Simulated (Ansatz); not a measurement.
# Isomers

Structures of CH$_{4}$FSi, doublet, relaxed at PBE0-D4/def2-TZVP (vibrations not checked; lower isomers may exist, and structures with a doubtful reference or unclear bonds are left out). Computed with Ansatz 0.2.0 (basis: def2-TZVPP); correlated methods freeze the cores; orbitals are unrestricted. B3LYP uses VWN-RPA correlation.

(1) Rank them by CCSD(T) energy, lowest first, and give each one's height above the lowest. Links in brackets join atoms within 1.22 times the sum of their covalent radii (1.1 for two metals). (To be estimated.)
A.
CH₄FSi ([CH2][SiH2][F])
```
7
angstrom
F -2.0157 -0.0235 0.2370
C 0.7538 0.1422 0.6632
Si -0.6090 -0.1889 -0.5125
H -0.5197 -1.5731 -1.0392
H -0.6160 0.7806 -1.6390
H 0.6974 0.9172 1.4216
H 1.6933 -0.4008 0.6339
```
B.
a complex of CH₃Si ([CH3][Si]) + HF
```
7
angstrom
C -0.6478 0.3835 -0.3109
Si 1.0887 -0.3677 -0.2341
F 0.2151 -2.2483 1.0408
H -1.3384 -0.1909 -0.9353
H -0.5214 1.3631 -0.7957
H -1.1077 0.5604 0.6651
H 0.8743 -2.1165 1.6811
```
C.
CH₄FSi ([CH3][SiH][F])
```
7
angstrom
C -0.6535 0.3895 -0.2980
Si 0.9174 -0.5941 -0.1041
F 0.6407 -1.8128 0.9096
H -1.4449 -0.2078 -0.7541
H -0.4702 1.2609 -0.9317
H -1.0007 0.7383 0.6796
H 2.0113 0.2260 0.4987
```

(2) Do PBE-D4, r2SCAN-D4, PBE0-D4, B3LYP-D4, wB97M-V, HF, MP2 give the same order? (A judgement: the text doesn't fix the answer.)

T1 diagnostic: at most 0.016. ⟨S²⟩ of the unrestricted Hartree–Fock references: 0.75 to 0.78 (a pure state has 0.75).

For scale, one of the runs: CCSD(T)/def2-TZVPP, 160 basis functions, launched by `ansatz run in.yaml --threads 2 --pin off --events-out ev --progress --plain --max-ram 4352MiB`. Hardware: 2 CPU threads of an Arm Neoverse V1, shared host. Wall time 110 s; peak host memory 2.8 GiB.

Results:

(1) The calculation gives: C (0.00 kcal/mol), A (8.72 kcal/mol), B (63.88 kcal/mol). Heights count from the lowest.

(2) By the calculation: All do.
